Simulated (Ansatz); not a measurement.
A calculation on 1T (CdI2-type) TiSe2 (undistorted form, which takes a superstructure on cooling) returned lattice constant a 3.574 Å, lattice parameter c 9.003 Å.

For reference: lattice constant a 3.536 Å (measured, temperature not stated, not corrected to a static lattice; as tabulated in Björkman (2014), arXiv:1406.2436); lattice parameter c 5.996 Å (measured, temperature not stated, zero-point anharmonic expansion removed (computed with revB86b-DF2); no thermal correction; as tabulated in Björkman (2014), arXiv:1406.2436).

Task: Which level of theory produced these numbers?
(A) HSE06-D3(BJ) (Ansatz, a quantum-chemistry and plane-wave program)
(B) revPBE (Ansatz)
(C) PBE0-D4 (Ansatz)
(D) Hartree–Fock (Ansatz)

Result: B, revPBE (Ansatz)

The others give: HSE06-D3(BJ) 3.468 Å, 5.813 Å; Hartree–Fock 3.707 Å, 8.020 Å; PBE0-D4 3.515 Å, 5.991 Å.

Unless a cell is named, each level is at its own relaxed cell (Hartree–Fock 31.82, HSE06-D3(BJ) 20.19, PBE0-D4 21.37, revPBE 33.20 Å³/atom).

Caveats: exact exchange on metals is sensitive to the k mesh and can open a false gap (PBE0-D4); for a layered or molecular solid the relaxed cell lies over 5 % above the published volume, where the minimum can be shallow (revPBE); the cell comes from a level without a dispersion term, which matters for the spacing of layers, chains or molecules (Hartree–Fock, revPBE); the run warned that the count of filled bands differs between k points (PBE0-D4). Ansatz's density-functional and Hartree–Fock values are scalar-relativistic unless marked +SOC, with PAW data made under PBE.
